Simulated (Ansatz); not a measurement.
## Worked example: correlation energy of N–CH$_{2}$, doublet

Geometry: a point of a stretch scan, not a stationary point.

| atom | x (Å) | y (Å) | z (Å) |
| --- | --- | --- | --- |
| N | 0.0000 | 0.0000 | 0.7287 |
| C | 0.0000 | 0.0000 | -0.6453 |
| H | 0.0000 | -0.9374 | -1.2182 |
| H | 0.0000 | 0.9373 | -1.2182 |

Basis cc-pVDZ; Ansatz 0.2.0. Only valence electrons are correlated (noble-gas cores frozen), which leaves 11 electrons in 36 orbitals. R marks a restricted (for open shells ROHF) determinant.

Full CI isn't at hand for all of this; RCCSDT(Q) serves as the reference, and is uncertain by about the last step of the cluster series.

Runs differ by some tens of microhartree through their thresholds and, for an open shell, their frozen cores, so steps under 0.03 kcal/mol mean nothing.

```
    level  total energy (hartree)
      RHF              -93.407701
     RMP2              -93.684131
    RCCSD              -93.711992
 RCCSD(T)              -93.723488
   RCCSDT              -93.724429
RCCSDT(Q)              -93.725472
```

**Question.** What is the correlation energy at RCCSDT(Q), and what share of it do RMP2 and RCCSD(T) recover?

**Answer.** E(corr) = -93.725472 − (-93.407701) = -0.317771 hartree = -8.647 eV. RMP2: -0.276430 / -0.317771 = 86.99 %. RCCSD(T): -0.315787 / -0.317771 = 99.38 %.

**Question.** By how many kcal/mol does RCCSD(T) miss RCCSDT(Q) (1 hartree = 627.509 kcal/mol), and which steps make up the rest?

**Answer.** -93.723488 − (-93.725472) = 0.001984 hartree = 1.24 kcal/mol. Steps: RCCSDT − RCCSD(T) = -0.59, RCCSDT(Q) − RCCSDT = -0.65 kcal/mol. With more than one leading determinant such errors change with state and geometry, and needn't cancel in differences.
